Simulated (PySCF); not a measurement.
Ligands exchanged one at a time, B Cl-SH. All species are isolated molecules in the gas phase. One relaxed conformer stands for each flexible species; it need not be the lowest. Strings in code marks are SMILES.

The numbers are results of PBE-D3(BJ)/def2-TZVP // B3LYP-D3(BJ)/def2-TZVP (PySCF 2.14.0), not measurements. Excitations are Tamm–Dancoff values on a coarser integration grid. The basis has no diffuse functions, so Rydberg states are missing or too high.

```
species                                                                            brightest of the four lowest singlets (TDA) (eV)  T1 excitation (TDA) (eV)  HOMO (eV)  S1 oscillator strength
---------------------------------------------------------------------------------  ------------------------------------------------  ------------------------  ---------  ----------------------
0 of 3 Cl replaced by SH (`ClB(Cl)Cl`)                                                                                            ?                      4.91      -7.66                       ?
1 of 3 Cl replaced by SH (`ClB(Cl)S` (H–S–B–Cl torsion 0°))                                                                    5.92                      4.49      -7.13                   0.000
2 of 3 Cl replaced by SH (`SB(S)Cl` (H–S–B–Cl torsion 180°, Cl–B–S–H torsion 0°))                                              5.64                         ?      -6.58                   0.000
3 of 3 Cl replaced by SH                                                                                                       5.67                      4.52      -6.41                       ?
```

Question: Complete the blanks.

Answer: 
- 0 of 3 Cl replaced by SH (`ClB(Cl)Cl`), brightest of the four lowest singlets (TDA) (eV): 6.66
- 0 of 3 Cl replaced by SH (`ClB(Cl)Cl`), S1 oscillator strength: 0.000
- 2 of 3 Cl replaced by SH (`SB(S)Cl` (H–S–B–Cl torsion 180°, Cl–B–S–H torsion 0°)), T1 excitation (TDA) (eV): 4.36
- 3 of 3 Cl replaced by SH, S1 oscillator strength: 0.000
